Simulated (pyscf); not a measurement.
A first-order saddle from PySCF, ωB97X-D3(BJ)/def2-SVP:

```xyz
11

O      0.7709    -0.8299    -0.2562
O      0.4584    -1.2220     1.0374
H      0.8893    -0.5436     1.5808
C     -1.3201     0.4374    -0.8474
C     -1.6501     1.0731     0.4747
H     -0.1721    -0.2770    -0.6214
H     -2.0005    -0.3574    -1.1838
H     -1.0196     1.1154    -1.6585
H     -1.6980     0.3155     1.2732
H     -2.6329     1.5782     0.4390
H     -0.9022     1.8311     0.7580
```
Charge 0, spin multiplicity 2.

Surface: doublet, charge 0. Lowest wavenumbers (cm⁻¹): 1963i, 54, 144, 168, 266.

### Question
Which two sides does it connect, and which bonds change?

### Answer
•O–OH + ethane (H₃C–CH₃) ⇌ hydrogen peroxide (HO–OH) + ethyl (•H₂C–CH₃), a hydrogen abstraction read from left to right: C–H broken and H–O formed. At ωB97M-D3(BJ)/def2-TZVP it lies +23.4 kcal/mol from the left side and +5.0 kcal/mol from the right (each side as separated species at their lowest minima found). On the product side the descent ends in a complex, 4.1 kcal/mol under the separated species and 7.7 kcal/mol under the saddle at ωB97X-D3(BJ)/def2-TZVP. One saddle was located; it need not be the lowest between these sides. The angle at the transferred H is 171°.
